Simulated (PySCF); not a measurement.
Rows and methods have been separated. Pair them.

C2H2FS (charge -1).
Geometry (PBE0-D3(BJ)/def2-SVP, Å), atoms numbered from 1 in this order:
```xyz
6
C2H2FS angstrom
C     -0.692   -0.198   -0.095
C      0.618    0.166   -0.070
F      0.806    1.524   -0.250
S      2.032   -0.748    0.143
H     -1.472    0.555   -0.246
H     -0.969   -1.244    0.037
```

The closed-shell ground state was solved 6 times with PySCF (density fitting, gas phase), always with PBE0, in these basis sets: 6-31+G*, aug-cc-pVDZ, def2-SVPD, def2-TZVP, def2-TZVPD and pcSseg-1. The geometry's basis has no diffuse functions, a weakness for an anion. No diffuse functions stand in def2-TZVP and pcSseg-1, which bears on an anion's orbital energies.

```json
{"row": "P", "total energy (Eh)": "-575.2363", "HOMO (eV)": "-0.49", "LUMO (eV)": "4.03"}
{"row": "Q", "total energy (Eh)": "-575.1378", "HOMO (eV)": "-0.49", "LUMO (eV)": "4.16"}
{"row": "R", "total energy (Eh)": "-575.1795", "HOMO (eV)": "-0.51", "LUMO (eV)": "3.24"}
{"row": "S", "total energy (Eh)": "-575.1099", "HOMO (eV)": "-0.13", "LUMO (eV)": "5.95"}
{"row": "T", "total energy (Eh)": "-575.2303", "HOMO (eV)": "-0.25", "LUMO (eV)": "5.64"}
{"row": "U", "total energy (Eh)": "-574.9086", "HOMO (eV)": "-0.49", "LUMO (eV)": "4.88"}
```

Q: Which basis belongs to which row?

A: P = def2-TZVPD, Q = 6-31+G*, R = aug-cc-pVDZ, S = pcSseg-1, T = def2-TZVP, U = def2-SVPD. From the lowest total energy up: def2-TZVPD (178 functions) 0 eV; def2-TZVP (142 functions) +0.16 eV; aug-cc-pVDZ (114 functions) +1.54 eV; 6-31+G* (80 functions) +2.68 eV; pcSseg-1 (85 functions) +3.44 eV; def2-SVPD (106 functions) +8.92 eV.
